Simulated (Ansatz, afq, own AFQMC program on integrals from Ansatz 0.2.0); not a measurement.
## C₂H, doublet: AFQMC among the cluster methods

```xyz
3

C     0.0000    0.0000    0.0447
C     0.0000    0.0000   -1.1555
H     0.0000    0.0000    1.1107
```

Connectivity, by distances: CH–C.

Basis 6-31G. Noble-gas cores (and the filled d shells of Ga–Kr and In–Xe) are frozen. AFQMC by an in-house program on the Cholesky factors that Ansatz 0.2.0 writes for its CCSD(T) run. ph-AFQMC/CISD is guided by a CISD state made of CCSD amplitudes; releasing the constraint for a short imaginary time cuts its bias at the price of noise, slowly where states lie close. Error bars are statistical, one sigma.

Determinant: UHF, the one that the program's search chose, which needn't be the lowest solution. The geometry is a PBE0/def2-TZVP stationary point of this or a neighbouring charge and spin state.

Full CI on the same integrals is exact in this basis and with this determinant's frozen core.

Cautions: strong correlation (T1 0.068, weight of the determinant 0.81, largest double 0.12); unrestricted determinant spin contaminated (⟨S²⟩ 1.20 against 0.75).

```
T1 diagnostic                               : 0.0679
weight of the determinant in the CISD state : 0.814
⟨S²⟩ of the determinant                     : 1.204
size of the correlated space                : 9 electrons in 18 orbitals
```

```csv
level,correlation energy (eV)
MP2,-3.4934
CCSD,-4.5350
CCSD(T),-4.6707
```

(1) Estimate where AFQMC with the constraint released lies against CCSD(T) on the same integrals.

(1) 4.7 ± 1.0 kJ/mol below CCSD(T).

Reference: full CI, correlation energy -4.729 eV. The released energy is read at 2.40 1/Eh (meV from the phaseless value at times in 1/Eh: -26 ± 12 at 0.24, -41 ± 10 at 0.51, -54 ± 11 at 0.99, -44 ± 11 at 1.62, -50 ± 10 at 2.40). The cautions show a poor starting determinant, so the rows tell how each method copes with it here, and full CI is the sure value.

```
         level  E − E(reference) (kJ/mol)  share of correlation (%)
       CCSD(T)                        5.6                     98.76
         CCSDT                        2.9                     99.37
      CCSDT(Q)                        0.6                     99.86
        CCSDTQ                        0.3                     99.94
 ph-AFQMC/CISD                  5.7 ± 0.9                     98.75
released AFQMC                  0.9 ± 1.0                     99.80
```

CCSDT and higher add their correlation energy to the determinant of the CCSD(T) run, since their own runs factorise the integrals more tightly (a shift of under 2 meV). A walk keeps the symmetry of its determinant, which the program's search chose and which needn't be the lowest solution, so a lower state of the same spin and another symmetry isn't excluded. Released energies are given only where the last usable release times agree within the noise; a slower fall can still hide under it.
